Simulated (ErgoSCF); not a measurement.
**NH+ (SMILES [NH+]): UBP86/cc-pCVDZ**

What is the energy change on altering one bond length of NH+ at UBP86/cc-pCVDZ? 

The results are computed with ErgoSCF 3.8.

13 further runs of the same task are left out: 7 that didn't finish, 6 set aside as unsound or not needed.

## 1. The molecule

NH+ has 2 atoms, charge +1, and is taken as a doublet. As SMILES, `[NH+]`. The shape is that of a GFN2-xTB optimisation.

Bond lengths: N1–H2 1.093 Å.

## 2. The energy at UBP86/cc-pCVDZ

molecule.xyz

```xyz
2
HN
N      0.000000     0.000000     0.000000
H      0.000000     0.000000     1.092650
```

Launch:

```
$ ergo -m molecule.xyz -e 'set_nthreads("env")' -e 'scf.output_mulliken_pop = 1' -e 'scf.max_number_of_iterations = 80' -e 'basis = "cc-pCVDZ"' -e 'charge = 1' -e 'tmpdir = "."' -e 'spin_polarization = 1' -e 'run "BP86"'
```

Output:

```text
[...]
INDF Weighted mixed functional:
[...]
INSC Energy   1 =         -2.72891738028
[...]
ERDE Error in purification: Puri->info.converged() returned false.
ERDE get_dens_from_fock  (GetDensFromFock class) : error while getting density matrix; trying with diagonalization instead.
[...]
INDE PURIFICATION CONVERGED after 45 iterations
[...]
INDE PURIFICATION CONVERGED after 51 iterations
[...]
INDE PURIFICATION CONVERGED after 39 iterations
[...]
INDE E(LUMO) - E(HOMO) <=          0.09857146928 =          2.68226633635 eV
[...]
INSC Energy  27 =        -54.72036315316  ( diff     -0.000000000000085 )
[...]
RESC CONVERGED after  27 iterations.
RESC FINAL ENERGY:        -54.72036315316
RESC FINAL <S2> =          0.75176255809
[...]
INSC SCF: dipole_moment_x [atomic units] =       0.00000000
INSC SCF: dipole_moment_y [atomic units] =      -0.00000000
INSC SCF: dipole_moment_z [atomic units] =       0.93040866
[...]
```

Wall time 1.6 s (1 thread of Intel Xeon 6975P-C (Granite Rapids), shared host); peak memory 0.26 GiB.

## 3. The distorted shape

mol.xyz

```xyz
2
HN
N      0.000000     0.000000     0.054650
H      0.000000     0.000000     1.092650
```

Launch:

```
$ ergo -m mol.xyz -e 'set_nthreads(1)' -e 'basis = "cc-pCVDZ"' -e 'scf.output_mulliken_pop = 1' -e 'scf.max_number_of_iterations = 80' -e 'charge = 1' -e 'tmpdir = "."' -e 'spin_polarization = 1' -e 'run "BP86"'
```

Output:

```text
[...]
INDF Weighted mixed functional:
[...]
INSC Energy   1 =         -2.78103055176
[...]
ERDE Error in purification: Puri->info.converged() returned false.
ERDE get_dens_from_fock  (GetDensFromFock class) : error while getting density matrix; trying with diagonalization instead.
[...]
INDE PURIFICATION CONVERGED after 43 iterations
[...]
INDE PURIFICATION CONVERGED after 50 iterations
[...]
INDE PURIFICATION CONVERGED after 39 iterations
[...]
INDE E(LUMO) - E(HOMO) <=          0.10568864544 =          2.87593456654 eV
[...]
INSC Energy  10 =        -54.71792621501  ( diff     -0.000000000018844 )
[...]
RESC CONVERGED after  10 iterations.
RESC FINAL ENERGY:        -54.71792621501
RESC FINAL <S2> =          0.75167597001
[...]
INSC SCF: dipole_moment_x [atomic units] =      -0.00000000
INSC SCF: dipole_moment_y [atomic units] =       0.00000000
INSC SCF: dipole_moment_z [atomic units] =       0.99815864
[...]
```

It took 0.8 s on 1 thread of Intel Xeon 6975P-C (Granite Rapids), shared host; peak memory 0.26 GiB.

## 4. Summary of results

At UBP86/cc-pCVDZ:

| quantity | value |
| --- | --- |
| first shape: total energy | -54.72036 Eh |
| first shape: ⟨S²⟩ | 0.752 |
| distorted shape: total energy | -54.71793 Eh |
| distorted shape: ⟨S²⟩ | 0.752 |
| energy change with the N1–H2 bond shortened from 1.093 to 1.038 Å | 0.066 eV |

What this shows: With the N1–H2 bond shortened from 1.093 to 1.038 Å the energy rises by 0.07 eV (6.4 kJ/mol). The first shape isn't relaxed at this level, so the change isn't measured from a minimum.
